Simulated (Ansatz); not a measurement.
A made-up structure of AlH2S (charge -1), closed shell:

```
4
angstrom
Al -0.0361 0.0046 -0.0408
S 1.5080 -0.1918 1.7049
H -1.5171 -1.0312 -0.2676
H 0.0452 1.2184 -1.3965
```

It is relaxed with PBE-D4/def2-SVPD and then PBE0-D4/def2-TZVPD (Ansatz 0.2.0). Atoms count as bonded within 1.22 times the sum of their covalent radii (H–H: 0.88 Å). The end point is not checked to be a true minimum.

Problem. Does its bonding change? (Judge from chemistry; the calculation decides.)

Solution. The calculation gives: No: no bond forms or breaks.

Where it ends: The first stage lowers the energy by 0.62 eV in 5 steps. It ends as AlH₂S ([AlH2][S]), total charge -1:
Al1  (-0.032, 0.004, -0.036)
S2  (1.346, -0.171, 1.522)
H3  (-1.355, -0.921, -0.239)
H4  (0.040, 1.088, -1.247)
(Å)

Labels in which every atom is bracketed show which atoms are joined, not bond orders.

For scale, one of the runs: PBE0-D4/def2-TZVPD relaxation, 107 basis functions, launched by `ansatz run in.yaml --threads 2 --pin off --events-out ev --progress --plain --max-ram 4352MiB`. Hardware: 2 CPU threads of an Arm Neoverse V2, shared host. Wall time about 6 s.
